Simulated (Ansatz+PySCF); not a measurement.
The numbers below are computed, except where a source is named.
Several solutions for singlet P2

```xyz
2

P     0.0000    0.0000   -1.8910
P     0.0000    0.0000    1.8910
```

Basis set: cc-pVDZ (spherical functions). Charge 0, multiplicity 1.

CASSCF(2,2) was run from several starts with Ansatz (development build ahead of 0.2.0) and PySCF 2.14.0. The starts are those of the Hartree–Fock orbitals from which the active space was taken at the frontier.

```csv
run,program,start,converged,energy (hartree),<S²>
A,Ansatz,"atomic start, no search",yes,-681.23844,0.00
B,Ansatz,stability test followed,yes,-681.23844,0.00
C,Ansatz,search for the lowest state,yes,-681.23844,0.00
D,PySCF,program defaults,yes,-681.14898,0.00
```

Question: Which runs reached the lowest solution of this kind, and what is wrong with the others?

Answer: A, B, C reached the lowest solution found. Converged but too high: D by 2.43 eV. Convergence only shows a stationary point; in CASSCF the end hangs on which orbitals enter the active space. Caution: other starts end on other solutions of this active space.
